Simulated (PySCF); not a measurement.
nitrogen trifluoride (F3N), SMILES FN(F)F.

Coordinates come from a B3LYP-D3(BJ)/def2-TZVP optimisation.

Level of theory: TDA-B3LYP/def2-SVPD run with PySCF.

Vertical excitations; the highest root listed may be one member of a degenerate set.  State labels are in the subgroup Cs.

Problem. Give excitation energies, oscillator strengths and character. (An estimate is asked for; the answer gives what the named calculation found.)

Solution. 
| state | symmetry | energy (eV) | λ (nm) | f | main pairs |
|---|---|---|---|---|---|
| S1 | A' | 8.12 | 153 | 0.012 | HOMO→LUMO+2 97 % |
| S2 | A" | 8.73 | 142 | 0.052 | HOMO→LUMO (degenerate set) |
| S3 | A' | 8.73 | 142 | 0.052 | HOMO→LUMO+1 (degenerate set) |
| S4 | A" | 10.09 | 123 | 0.000 | HOMO−1→LUMO+2 92 % |
| S5 | A" | 10.26 | 121 | 0.002 | HOMO−1→LUMO+1 (degenerate set) |
| S6 | A' | 10.26 | 121 | 0.002 | HOMO−1→LUMO (degenerate set) |
| S7 | A' | 10.57 | 117 | 0.002 | HOMO−3→LUMO 49 %, HOMO−2→LUMO+1 49 % |
| S8 | A" | 10.72 | 116 | 0.000 | HOMO−2→LUMO 48 %, HOMO−3→LUMO+1 47 % |
| S9 | A' | 10.73 | 116 | 0.013 | HOMO−2→LUMO+1, HOMO−3→LUMO, HOMO−1→LUMO (degenerate set) |
| S10 | A" | 10.73 | 116 | 0.013 | HOMO−3→LUMO+1, HOMO−2→LUMO, HOMO−1→LUMO+1 (degenerate set) |
| T1 | A" | 6.58 | 188 | 0 | HOMO→LUMO (degenerate set) |
| T2 | A' | 6.58 | 188 | 0 | HOMO→LUMO+1 (degenerate set) |
| T3 | A' | 7.13 | 174 | 0 | HOMO→LUMO+2 96 % |
| T4 | A" | 9.08 | 137 | 0 | HOMO−1→LUMO+2 72 % |
Triplets are in the Tamm–Dancoff approximation.
